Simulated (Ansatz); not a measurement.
Born–Oppenheimer molecular dynamics of CH5BO (8 atoms, charge 0, multiplicity 1). It starts from a relaxed structure.

These are results of RKS B3LYP/cc-pVDZ in Ansatz, not measurements.

* ensemble: NVT, Nosé–Hoover chain
* time step: 0.5 fs
* steps asked: 143
* set temperature: 700 K
* thermostat: time constant 3 fs, chain length 1
* seed: 381688

Frames 5 fs apart, positions in Å, forces in eV/Å.

Velocities at 10.0 fs (Å/ps):

```
B -5.53 -3.16 13.27
H -16.24 -13.89 10.72
C -4.07 4.74 -3.20
H -9.16 -41.47 -30.76
H -36.92 -5.42 36.91
H -9.39 18.48 -34.36
O 9.12 0.29 -3.31
H 34.74 14.98 -34.13
```

```xyz
8
Properties=species:S:1:pos:R:3:forces:R:3 time_fs=10.0 energy_less_start_eV=0.708 T=989
B 0.033 -0.244 -0.017 -0.79 0.81 -1.58
H -0.116 -0.571 1.069 -0.24 -0.46 1.75
C 1.335 0.036 -0.769 -0.71 0.30 -2.72
H 1.945 -0.820 -0.964 0.63 -1.43 0.21
H 0.836 0.184 -1.786 1.02 0.26 0.51
H 2.083 0.815 -0.672 -0.11 0.74 0.75
O -1.093 -0.093 -0.833 3.67 0.20 -0.94
H -1.816 -0.136 -0.290 -3.48 -0.43 2.02
8
Properties=species:S:1:pos:R:3:forces:R:3 time_fs=15.0 energy_less_start_eV=0.999 T=415
B 0.003 -0.254 0.039 0.45 0.07 0.46
H -0.209 -0.659 1.220 0.27 0.50 -1.04
C 1.320 0.048 -0.801 0.86 -2.00 -0.30
H 1.869 -0.975 -1.051 -0.52 1.93 0.75
H 0.719 0.203 -1.678 0.30 0.40 -1.51
H 2.011 0.924 -0.762 -0.25 -0.71 0.69
O -1.030 -0.090 -0.851 -3.67 0.05 2.82
H -1.938 -0.103 -0.308 2.56 -0.25 -1.87
8
Properties=species:S:1:pos:R:3:forces:R:3 time_fs=20.0 energy_less_start_eV=0.904 T=585
B -0.013 -0.257 0.085 1.02 0.62 -2.18
H -0.241 -0.647 1.197 0.15 0.12 0.22
C 1.309 0.034 -0.838 -3.25 2.09 -0.11
H 1.787 -0.864 -0.998 2.05 -2.29 -0.36
H 0.748 0.284 -1.806 1.02 -0.34 0.82
H 1.930 0.909 -0.679 0.67 0.01 0.62
O -1.006 -0.087 -0.840 2.41 0.29 -0.54
H -1.847 -0.141 -0.520 -4.07 -0.51 1.53
8
Properties=species:S:1:pos:R:3:forces:R:3 time_fs=25.0 energy_less_start_eV=0.872 T=575
B -0.010 -0.249 0.091 0.55 0.18 -2.34
H -0.232 -0.599 1.208 0.36 0.02 0.40
C 1.260 0.034 -0.876 3.15 -1.55 2.69
H 1.967 -0.941 -0.963 -1.37 1.93 0.19
H 0.969 0.327 -1.866 -0.43 0.13 -0.74
H 1.944 0.840 -0.459 -0.38 -0.68 -0.33
O -0.988 -0.082 -0.821 -4.88 -0.44 0.06
H -2.006 -0.250 -0.632 3.00 0.41 0.07
8
Properties=species:S:1:pos:R:3:forces:R:3 time_fs=30.0 energy_less_start_eV=0.792 T=593
B 0.005 -0.238 0.050 0.07 -0.36 -0.52
H -0.148 -0.546 1.273 0.40 0.30 -1.23
C 1.258 0.017 -0.873 0.12 1.97 0.62
H 1.947 -0.756 -0.905 1.46 -2.67 -0.20
H 1.111 0.362 -1.947 -0.26 -0.18 1.38
H 1.916 0.690 -0.312 0.23 1.00 -0.13
O -1.015 -0.080 -0.806 -0.37 0.26 -0.90
H -1.901 -0.335 -0.655 -1.65 -0.32 0.98
8
Properties=species:S:1:pos:R:3:forces:R:3 time_fs=35.0 energy_less_start_eV=0.479 T=969
B 0.023 -0.232 -0.012 -0.25 0.17 -1.65
H 0.025 -0.439 1.131 -0.21 -0.45 1.18
C 1.283 0.016 -0.846 3.58 -1.43 2.14
H 2.039 -0.897 -0.872 -1.52 1.25 0.00
H 1.185 0.389 -1.832 -0.34 0.51 -1.29
H 1.909 0.704 -0.216 -0.09 0.11 -0.52
O -1.063 -0.078 -0.801 -2.78 -1.03 0.20
H -1.960 -0.420 -0.497 1.60 0.86 -0.06
8
Properties=species:S:1:pos:R:3:forces:R:3 time_fs=40.0 energy_less_start_eV=0.179 T=519
B 0.031 -0.226 -0.076 -0.47 0.19 0.61
H 0.112 -0.423 1.142 -0.61 -0.23 -0.45
C 1.343 0.006 -0.807 0.30 1.64 -1.31
H 1.938 -0.893 -0.853 0.57 -0.63 -0.08
H 1.194 0.446 -1.842 0.21 -0.58 0.76
H 1.907 0.754 -0.220 0.28 -0.09 -0.02
O -1.117 -0.084 -0.800 -0.76 -0.81 0.83
H -1.903 -0.404 -0.303 0.48 0.51 -0.33
8
Properties=species:S:1:pos:R:3:forces:R:3 time_fs=45.0 energy_less_start_eV=0.138 T=716
B 0.028 -0.218 -0.113 -0.25 0.12 0.66
H 0.046 -0.467 1.089 -0.36 -0.12 -0.22
C 1.396 0.022 -0.795 0.07 -0.89 0.33
H 1.942 -0.973 -0.853 -0.17 0.97 0.13
H 1.236 0.403 -1.779 0.11 0.33 -1.32
H 1.968 0.771 -0.228 0.31 -0.23 0.12
O -1.160 -0.096 -0.791 1.55 0.05 -0.41
H -1.859 -0.323 -0.201 -1.26 -0.22 0.71
8
Properties=species:S:1:pos:R:3:forces:R:3 time_fs=50.0 energy_less_start_eV=0.361 T=802
B 0.016 -0.203 -0.147 -0.09 -0.12 0.10
H -0.139 -0.569 0.976 0.57 -0.04 0.84
C 1.463 0.039 -0.784 -0.95 -0.19 -1.41
H 1.980 -0.955 -0.829 -0.13 0.42 0.15
H 1.346 0.369 -1.877 0.38 -0.13 1.22
H 2.126 0.733 -0.215 -0.42 -0.27 -0.24
O -1.206 -0.118 -0.776 -1.10 0.35 1.58
H -1.915 -0.186 -0.024 1.75 -0.02 -2.24
8
Properties=species:S:1:pos:R:3:forces:R:3 time_fs=55.0 energy_less_start_eV=0.658 T=389
B 0.002 -0.193 -0.175 0.10 -0.80 1.24
H -0.201 -0.660 0.991 1.02 0.64 -0.49
C 1.510 0.053 -0.793 -1.71 -1.02 0.65
H 2.022 -0.919 -0.773 -0.07 -0.50 0.05
H 1.522 0.341 -1.825 -0.07 0.56 -1.01
H 2.215 0.664 -0.227 -0.26 0.55 0.40
O -1.251 -0.132 -0.754 3.91 0.83 -3.71
H -1.849 -0.092 -0.080 -2.91 -0.26 2.86
8
Properties=species:S:1:pos:R:3:forces:R:3 time_fs=60.0 energy_less_start_eV=0.919 T=917
B -0.014 -0.198 -0.184 0.88 0.02 -0.57
H 0.013 -0.622 0.928 0.13 0.07 0.74
C 1.534 0.056 -0.800 0.33 -1.33 -0.69
H 2.067 -1.006 -0.688 -1.05 1.70 -0.32
H 1.768 0.413 -1.877 -0.79 -0.57 1.34
H 2.224 0.684 -0.159 -0.99 -0.29 -0.09
O -1.280 -0.135 -0.752 -1.17 1.02 2.34
H -2.017 -0.063 0.028 2.66 -0.63 -2.75
8
Properties=species:S:1:pos:R:3:forces:R:3 time_fs=65.0 energy_less_start_eV=0.986 T=545
B -0.018 -0.207 -0.203 1.38 0.41 -0.53
H 0.331 -0.528 0.946 -1.36 0.03 -0.16
C 1.560 0.040 -0.815 -2.63 1.89 -0.23
H 1.969 -0.901 -0.620 1.14 -2.17 0.20
H 1.932 0.429 -1.785 -0.69 -0.26 -0.09
H 2.043 0.683 -0.060 -0.14 0.12 0.23
O -1.313 -0.126 -0.736 4.79 0.35 -1.99
H -1.976 -0.147 -0.114 -2.50 -0.37 2.56
```

Of the whole run (72 fs, mean temperature of the second half 674 K): The conserved energy stayed within 1.4 meV per atom of its start (net change 0.32 meV per atom), so the integration is sound. A run of 0.071 ps of so small a system gives no equilibrium averages.

Time of the run: 3.3 min on 1 thread of Arm Neoverse V2 (shared host), peak memory 0.11 GiB.
